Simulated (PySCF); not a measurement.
These 3 structures share the formula C5H10. Theory: PBE0-D3(BJ)/def2-TZVP geometry optimisation, gas phase (PySCF 2.14.0). One conformer each; no zero-point energy, no entropy. No frequencies were run at this level. Point groups hold within 0.08 Å.

Question: Order them by energy at this level, lowest first, and give relative energies in kJ/mol.
A. 2-methyl-2-butene, `CC=C(C)C`
B. 1,1-dimethylcyclopropane (`C1CC1(C)C`)
C. `[CH3:1]/[CH:2]=[CH:3]\[CH2:4][CH3:5]` with C2–C3–C4–C5 -114°

Answer: A (0.0), C (14.8), B (20.7).

As drawn, the lowest has a C=C bond outside aromatic rings, which the highest lacks; the highest has a three-membered ring and a quaternary carbon, which the lowest lacks. Neighbours under 10 kJ/mol apart (C/C=C\CC and CC1(C)CC1) can change places with a better method, another conformer or zero-point energy.

| SMILES | E (Eh) | E rel (kJ/mol) | dipole (D) | point group | A, B, C (MHz) |
| --- | --- | --- | --- | --- | --- |
| CC=C(C)C | -196.37001 | 0.0 | 0.21 | Cs | 8141, 3555, 2593 |
| C/C=C\CC | -196.36437 | 14.8 | 0.26 | C1 | 10721, 2665, 2427 |
| CC1(C)CC1 | -196.36212 | 20.7 | 0.13 | C2v | 6214, 5259, 3851 |

As an exercise, what shares would exp(−E/RT) give at 500 K from these electronic energies alone (no entropy, no degeneracies)?

RT = 4.157 kJ/mol: CC=C(C)C 96.6 %, C/C=C\CC 2.8 %, CC1(C)CC1 0.7 %.
